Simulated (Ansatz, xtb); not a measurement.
## Ranking isomers of CH6NSi−

3 gas-phase structures of CH6NSi−, found in a search over its isomers (lower ones may exist). Each was relaxed with GFN2-xTB; where two conformers were screened, the lower at r2SCAN-D4/def2-SVPD is listed:

A. `C[N-][SiH3]`, a singlet
B. `[CH2-][SiH2]N`, a singlet
C. `C[SiH2][NH-]`, a singlet

Question: Make a reasoned guess at their ranking by r2SCAN-D4/def2-SVPD single-point energy.

Answer: Calculated order at r2SCAN-D4/def2-SVPD: C (0.0), B (16.4), A (17.2) kcal/mol. Less than 1 kcal/mol parts B and A, so the order within that pair means little.

Energies above the lowest of each column, in kcal/mol; the last columns are at BLYP-D3(BJ)/def2-SVPD geometries (a dash: not run or not comparable):

```
structure  GFN2-xTB  HF/STO-3G  r2SCAN-D4/def2-SVPD  BLYP-D3(BJ)/def2-SVPD  CCSD(T)/def2-SVPD + ΔMP2/def2-TZVPPD
        C       2.7        0.0                  0.0                    0.0                                   0.0
        B      36.9       16.2                 16.4                   12.5                                  12.1
        A       0.0        7.1                 17.2                   15.6                                     –
```

CCSD(T)/def2-SVPD + ΔMP2/def2-TZVPPD puts C lowest of those it was run on; GFN2-xTB picks A. Flexible structures stand in one conformer each, not always the lowest. Frequencies (BLYP-D3(BJ)/def2-SVPD) were run for B, C alone. ΔMP2 is the change of the MP2 energy from the smaller to the larger basis.

Programs: Ansatz 0.2.0, xtb 6.7.1.
